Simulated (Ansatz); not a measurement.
**Forces on a displaced structure**

CH6BSi (SMILES B[CH+][SiH3]) (charge +1), singlet, displaced at random from a GFN2-xTB minimum.

```
9
angstrom
B -0.8555 0.8406 -1.1262
C 0.0397 0.6985 0.0040
Si 0.7021 -1.1038 0.8687
H -1.9602 1.0672 -0.6750
H -0.7073 0.8371 -2.1242
H 0.7283 1.4548 0.3006
H 1.8789 -0.9053 0.8124
H -0.0510 -2.1242 0.1950
H -0.0249 -0.6044 2.0344
```

Computed with Ansatz 0.2.0 (basis: def2-TZVPP); correlated methods freeze the cores.

CCSD(T) forces from the calculation:
```json
{"atom": "B1", "Fx": "-1.904", "Fy": "0.596", "Fz (eV/Å)": "7.104"}
{"atom": "C2", "Fx": "1.663", "Fy": "-2.393", "Fz (eV/Å)": "-1.211"}
{"atom": "Si3", "Fx": "-10.991", "Fy": "0.714", "Fz (eV/Å)": "0.276"}
{"atom": "H4", "Fx": "-0.112", "Fy": "-0.041", "Fz (eV/Å)": "0.018"}
{"atom": "H5", "Fx": "1.150", "Fy": "-0.282", "Fz (eV/Å)": "-6.908"}
{"atom": "H6", "Fx": "0.085", "Fy": "1.130", "Fz (eV/Å)": "0.842"}
{"atom": "H7", "Fx": "9.903", "Fy": "1.300", "Fz (eV/Å)": "-0.484"}
{"atom": "H8", "Fx": "0.056", "Fy": "-0.656", "Fz (eV/Å)": "-0.383"}
{"atom": "H9", "Fx": "0.151", "Fy": "-0.369", "Fz (eV/Å)": "0.747"}
```

Problem. Which atom feels the largest CCSD(T) force, and how large is it?

Solution. Si3, 11.02 eV/Å, along (-1.00, 0.06, 0.03).

Root-mean-square difference of the force components from those of CCSD(T): PBE0-D4 0.182; wB97M-V 0.115; r2SCAN-D4 0.222; PBE-D4 0.315; B97M-V 0.224; BLYP-D4 0.227 eV/Å.

The T1 diagnostic stays at or below 0.023. These are differences at one structure, and CCSD(T) in triple zeta is itself an approximation.

For scale, one of the runs: CCSD(T)/def2-TZVPP forces, 188 basis functions (an equivalent command: `ansatz run in.yaml --threads 4`). The run took 64 s on 4 CPU threads (shared host), with 3.8 GiB of host memory at its peak.
